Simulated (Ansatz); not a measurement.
The input, for Ansatz 0.2.0:

```yaml
crystal:
  periodic: [false, false, false]
  atoms:
    - {symbol: H, position_ang: [0.000000, 0.000000, -1.194333]}
    - {symbol: H, position_ang: [0.000000, 0.000000, -0.367333]}
    - {symbol: Si, position_ang: [0.000000, 0.000000, 1.561667]}
basis:
  gaussian: {orbitals: cc-pVDZ}
magnetization: {spin_polarized: false, initial_magnetization: 2}
correlation: {active_space: {window: {electrons: 6, orbitals: 6}}}
```

```sh
$ ansatz run in.yaml --threads 1 --pin off --events-out ev --progress --plain --max-ram 2393MiB
```

Log:

```
271 factors; integrals over basis functions are off by at most 1.5e-3 eV
mean field evaluation 1: about -7889.7325 eV, gradient 7.0e0 eV
mean field evaluation 2: about -7889.7327 eV, gradient 7.0e0 eV
mean field evaluation 4: about -7890.1548 eV, gradient 2.9e-1 eV
mean field evaluation 8: about -7890.1554 eV, gradient 5.2e-4 eV
mean field evaluation 16: about -7889.6421 eV, gradient 1.5e-5 eV
mean field evaluation 32: about -7889.6423 eV, gradient 8.9e-4 eV
mean field -7890.15535562 eV, -289.9578611795 hartree, gradient 1.1e-6 eV, S^2 2.000000; 7 other end points of the search recorded, 0 dependent functions left out
reference -7890.15535562 eV, -289.9578611795 hartree; 9, 7 occupied and 19, 21 virtual orbitals, 271 factors
state -7891.13386739 eV, -289.9938208239 hartree
Total energy: -7891.13386739 eV, -289.9938208239 hartree
```

Natural occupations: 1.9699 1.9551 1.0000 1.0000 0.0480 0.0269.

Ran on 1 thread of Arm Neoverse V2, shared host: 0.36 s wall, 0.13 GiB peak host memory.
